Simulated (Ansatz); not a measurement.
Mulliken charges of ClH2OSi, SMILES `O[SiH]Cl` radical from ωB97M-V/def2-TZVPP in Ansatz (PBE0-D4/def2-TZVP geometry).

```tsv
atom	x (Å)	y (Å)	z (Å)	charge (e)
O1	-0.806	-0.432	-0.747	-0.332
Si2	-0.092	0.480	0.414	0.377
Cl3	1.607	-0.441	1.144	-0.218
H4	-1.024	-1.343	-0.540	0.185
H5	0.316	1.736	-0.271	-0.012
```

Q: By hand: the dipole of these point charges (1 e Å = 4.8032 D).

A: Σ q r = (-0.311, 0.151, 0.058) e Å, of length 0.351 e Å = 1.69 D.

Q: How does the dipole of the full density compare? (Best estimate.)

A: The calculation gave: (-0.240, -0.133, 0.034) e Å, 1.33 D; the point charges give 1.27 times that, at 54° from its direction.

Point charges leave out the atoms' own dipoles, such as those of lone pairs, and Mulliken's split depends on the basis, so the two needn't agree.
